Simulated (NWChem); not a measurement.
# SVWN5/6-31G(d) (spherical functions) run of BFO (fluoro(oxo)borane)

Wanted: the energy of BFO (fluoro(oxo)borane). 

Program for the calculation: NWChem 7.3.0.

### Step 1. The structure to begin with

The species is BFO (3 atoms), typed as a singlet with charge 0. As SMILES, `O=BF`. The shape is that of a PBE0-D4/def2-TZVP optimisation.

Bond lengths: O1–B2 1.206 Å, B2–F3 1.282 Å. Angles: O1–B2–F3 180.0°.

### Step 2. A single-point energy at SVWN5/6-31G(d) (spherical functions)

Contents of run.nw:

```
start run
memory total 2200 mb

geometry noautosym nocenter noautoz
  O        0.983100      -0.565100       0.479900
  B        0.020300      -0.011600       0.009900
  F       -1.003400       0.576800      -0.489800
end

basis spherical bse
  * library 6-31G*
end

dft
  xc slater vwn_5
  mult 1
  grid fine
  convergence energy 1e-10
  iterations 100
  mulliken
  print low
end

task dft
```

Command:

```
$ nwchem run.nw > run.out
```

What values should one expect? Wanted: total energy.

Computed results:

At SVWN5/6-31G* (spherical functions):

```
    quantity          value
total energy  -198.55129 Eh
```
